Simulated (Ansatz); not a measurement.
One change: `CCOC(C)F` becomes `COC(C)F`.

Ansatz, PBE0-D4/def2-TZVP geometries, multiplicity 1. Each molecule was computed in one conformer, which needn't be the lowest.

```tsv
property	`CCOC(C)F`
LUMO energy (B3LYP/def2-TZVPP) / eV	1.03
HOMO energy (B3LYP/def2-TZVPP) / eV	-7.97
HOMO energy (PBE/def2-TZVPP) / eV	-6.58
HOMO energy (PBE0/def2-TZVPP) / eV	-8.19
size of the dipole moment (ωB97M-V/def2-TZVPP) / D	1.58
HOMO energy (ωB97M-V/def2-TZVPP) / eV	-10.62
```

Problem. What does the change do to each property? (An estimate is asked.)

Solution. The calculation gave: 
| property | `COC(C)F` | shift |
| --- | --- | --- |
| LUMO energy (B3LYP/def2-TZVPP) / eV | 1.15 | 0.12 |
| HOMO energy (B3LYP/def2-TZVPP) / eV | -8.06 | -0.09 |
| HOMO energy (PBE/def2-TZVPP) / eV | -6.66 | -0.08 |
| HOMO energy (PBE0/def2-TZVPP) / eV | -8.29 | -0.10 |
| size of the dipole moment (ωB97M-V/def2-TZVPP) / D | 1.54 | -0.04 |
| HOMO energy (ωB97M-V/def2-TZVPP) / eV | -10.73 | -0.11 |

With PBE0 the HOMO falls by 0.10 eV and the LUMO rises by 0.13 eV, so the gap widens by about 0.23 eV. PBE moves the HOMO by -0.08 eV and ωB97M-V by -0.11 eV. The zero-point energy changes by -74.5 kJ/mol with -9 modes. Dipoles are sizes alone; their direction can turn.

Positive LUMOs are unbound, so they and the gaps depend on the basis.

B3LYP here is the variant with VWN-RPA as its local correlation; programs differ in this.
